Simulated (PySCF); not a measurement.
## Chlorine: a sound run and one with changed settings

Sound run: Cl [Ne] 3s2 3p5, Cl⁺ [Ne] 3s2 3p4. Calculation: PySCF 2.14, in cc-pVDZ-DK; the spin-free X2C one-electron Hamiltonian (Gaussian nucleus). In the sound run the correlated levels freeze [Ne]. The sound run starts from symmetry-adapted Hartree-Fock orbitals and uses a fine grid where one is needed.

Changed run: basis STO-3G, all-electron and non-relativistic. This setting is unsound on purpose.

```json
{"species": "Cl", "method": "UHF", "sound run (hartree)": "-460.87843", "changed run (hartree)": "-454.54219", "converged": "yes"}
{"species": "Cl", "method": "B3LYP", "sound run (hartree)": "-461.57661", "changed run (hartree)": "-455.11816", "converged": "yes"}
{"species": "Cl", "method": "TPSS", "sound run (hartree)": "-461.57620", "changed run (hartree)": "-455.13773", "converged": "yes"}
{"species": "Cl", "method": "MP2", "sound run (hartree)": "-460.98829", "changed run (hartree)": "-454.54219", "converged": "yes"}
{"species": "Cl⁺", "method": "UHF", "sound run (hartree)": "-460.44494", "changed run (hartree)": "-454.12970", "converged": "yes"}
{"species": "Cl⁺", "method": "B3LYP", "sound run (hartree)": "-461.09831", "changed run (hartree)": "-454.65602", "converged": "yes"}
{"species": "Cl⁺", "method": "TPSS", "sound run (hartree)": "-461.10180", "changed run (hartree)": "-454.67863", "converged": "yes"}
{"species": "Cl⁺", "method": "MP2", "sound run (hartree)": "-460.53234", "changed run (hartree)": "-454.12970", "converged": "yes"}
```

Ionisation energy of Cl:

| method | sound run (eV) | changed run (eV) |
| --- | --- | --- |
| UHF | 11.796 | 11.224 |
| B3LYP | 13.015 | 12.575 |
| TPSS | 12.909 | 12.493 |
| MP2 | 12.407 | 11.224 |
| SCS-MP2 | 12.384 | 11.224 |

A minimal basis cannot let orbitals breathe on ionisation and holds almost no correlation. The Hamiltonian changed with the basis, so the totals do not compare.

For comparison, NIST gives 12.968 eV between the lowest levels.
